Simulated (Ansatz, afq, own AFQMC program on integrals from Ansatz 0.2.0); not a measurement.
Breaking Si2–F1 in SiI3F, singlet

```xyz
5

F    -0.6920   -0.0239    1.5679
Si   -0.0351   -0.0153    0.0930
I     1.7306   -1.6760    0.0782
I    -1.7906   -0.5709   -1.4834
I     0.8370    2.2125   -0.2971
```

Products: SiI$_{3}$ (doublet; I–Si(–I)–I) and F (doublet), each relaxed with PBE0/def2-SVP like the molecule; electronic energies without zero-point terms. Determinants: RHF, UHF and UHF in that order.

Basis def2-SVP with its core potentials. Noble-gas cores (and the filled d shells of Ga–Kr and In–Xe) are frozen. AFQMC by an in-house program on the Cholesky factors that Ansatz 0.2.0 writes for its CCSD(T) run. The CISD trial takes its coefficients from CCSD amplitudes. Released means that phaseless walkers are propagated on without the constraint, phases kept. Uncertainties: one standard error, sampling alone. No spin–orbit coupling. The errors of all members are added in quadrature.

No full CI on the walks' own integrals is used here. The released AFQMC energy serves as the reference, which it does only where one determinant dominates, the energy is flat over the last release times and near the phaseless one (40 meV or 2 meV an electron, half that with transition metals). On small molecules, where full CI could be run and the noise was under 10 meV, such values lay within 10 meV of it in 19 cases of 20, a flattering rate, since the rule was set on those same cases; what remains of the bias isn't in the error bar. Each member takes its own surest rung, up to full CI.

The best estimate is CCSD(T) at the basis-set limit (CBS: def2-TZVPP and def2-QZVPP, with their diffuse functions for anions and beside diffuse sets, CCSD(T) itself extrapolated) plus the step from CCSD(T) to AFQMC with the constraint released in def2-SVP. Rows without CBS are in def2-SVP, the functionals in def2-TZVP; B2PLYP and the wave-function rows carry a basis error of their own. Core correlation and relativity beyond core potentials are missing, and ± holds the sampling alone.

Cautions: inner d shell frozen; no spin-orbit coupling; SiI₃F (singlet): the released value is read at 0.90 1/Eh with a noise of 11 meV, more than in the cases checked (meV from the phaseless value at times in 1/Eh: -2 ± 7 at 0.21, -1 ± 8 at 0.42, -5 ± 11 at 0.63, 5 ± 11 at 0.90); SiI₃ (doublet): the released value is read at 0.90 1/Eh (meV from the phaseless value at times in 1/Eh: -4 ± 9 at 0.21, -3 ± 7 at 0.42, -6 ± 6 at 0.63, 5 ± 7 at 0.90).

Best estimate: 146.3 ± 0.3 kcal/mol.

```tsv
level	bond energy (kcal/mol)	error against the best estimate (kcal/mol)
HF	100.0	-46.2 ± 0.3
MP2	138.9	-7.4 ± 0.3
CCSD	129.7	-16.6 ± 0.3
CCSD(T)	130.6	-15.7 ± 0.3
ph-AFQMC/CISD	130.9 ± 0.3	-15.4 ± 0.4
released AFQMC	130.7 ± 0.3	-15.6
HF/CBS	106.8	-39.5 ± 0.3
MP2/CBS	155.0	8.7 ± 0.3
CCSD(T)/CBS	146.1	-0.2 ± 0.3
PBE	140.5	-5.7 ± 0.3
r2SCAN	139.9	-6.4 ± 0.3
PBE0	137.3	-8.9 ± 0.3
B3LYP	137.2	-9.1 ± 0.3
wB97M-V	145.4	-0.9 ± 0.3
B2PLYP	140.8	-5.5 ± 0.3
```

Correlation beyond CCSD(T) changes it by less than twice the noise. Going to the basis-set limit adds 15.5 kcal/mol at CCSD(T). The perturbative (T) step is worth +0.9 kcal/mol.

Best estimates are given only where the step beyond CCSD(T) is under 0.3 eV and no member's determinant is very poor (T1 over 0.05, or 0.07 for open shells, ⟨S²⟩ too high by 0.3, two states mixed), so the hardest cases are missing from such tables.

The functionals ran in a triple-zeta set and keep a basis error of their own, a few kJ/mol for each bond in atomization energies and more for double hybrids, so close places among them and the extrapolated levels can swap.

Each member of a difference takes its own highest rung, so a best estimate needn't equal the limit plus the step of one row. Released energies are given only where the last usable release times agree within the noise; a slower fall can still hide under it. The exponents were fitted on light atoms, and def2 sets of heavy atoms don't grow evenly, so the limit is rough here.
